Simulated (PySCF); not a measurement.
Gas-phase reaction: H₂S + 2 O₂ = SO₂ + H₂O₂

Computed with PySCF and rigid-rotor harmonic-oscillator thermochemistry at 1 bar. The comparison is the NASA 1993 polynomial table, which mixes measured and estimated data. S°(298 K) at PBE0/def2-TZVP differs from the NASA 1993 table for H₂O₂ (-8 J/mol/K); whether the harmonic model or the table's entry is off was not settled. † marks an energy on the PBE0/def2-TZVP geometry and frequencies; other levels use their own. MP2 freezes the core. 6-31G* has spherical d functions here. Open shells (unrestricted): O₂ (multiplicity 3); the rest are closed-shell singlets. B3LYP is the form with VWN-RPA correlation. No R ln 2 is added for the mirror-image form of H₂O₂. MP2 isn't extrapolated to the basis-set limit; its ΔH°(298 K) is -244.1 kJ in def2-SVP and -419.4 kJ in def2-TZVPP. The harmonic model lacks anharmonicity and excited electronic states, which grow with temperature; levels with a mode under 35 cm⁻¹ are left out. Internal rotation in H₂O₂ is treated as a harmonic vibration of one conformer, which makes the entropy rough.

```
level               ΔH°(298 K), kJ  minus table  ΔG°(1400 K), kJ
------------------  --------------  -----------  ---------------
table                       -412.6            -           -222.5
B3LYP/6-31G*                -230.5        182.1            -33.3
B3LYP/def2-TZVP†            -331.5         81.1           -131.4
BLYP/def2-TZVP†             -335.1         77.5           -135.0
HF/6-31G*                    -58.1        354.5            144.0
HF/def2-TZVP†               -155.2        257.4             44.8
M06-2X/def2-TZVP†           -355.6         57.0           -155.6
MP2/def2-SVP†               -244.1        168.5            -44.0
MP2/def2-TZVPP†             -419.4         -6.8           -219.4
PBE0/def2-QZVP†             -345.9         66.7           -145.8
r2SCAN/def2-TZVP†           -328.8         83.8           -128.7
ωB97M-V/def2-TZVP†          -366.4         46.2           -166.3
```
